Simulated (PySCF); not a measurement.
# H: ionisation energy

H 1s1 (2S) → H⁺ (bare nucleus), as a difference of total energies. All numbers are calculated (PySCF 2.14, no relativity, point nucleus, in def2-TZVPPD). The calculations carry no spin-orbit coupling.

```
   method  ionisation energy (eV)  difference from reference (eV)
      UHF                  13.601                          +0.003
      LDA                  13.016                          -0.582
      PBE                  13.595                          -0.003
     PBE0                  13.634                          +0.036
   r2SCAN                  13.604                          +0.006
    M06-L                  13.699                          +0.101
CAM-B3LYP                  13.573                          -0.025
    HSE06                  13.639                          +0.041
  wB97X-V                  13.619                          +0.021
     ROHF                  13.601                          +0.003
```

Reference: 13.598 eV (theoretical estimate listed by NIST; NIST Atomic Spectra Database, ionization energies).
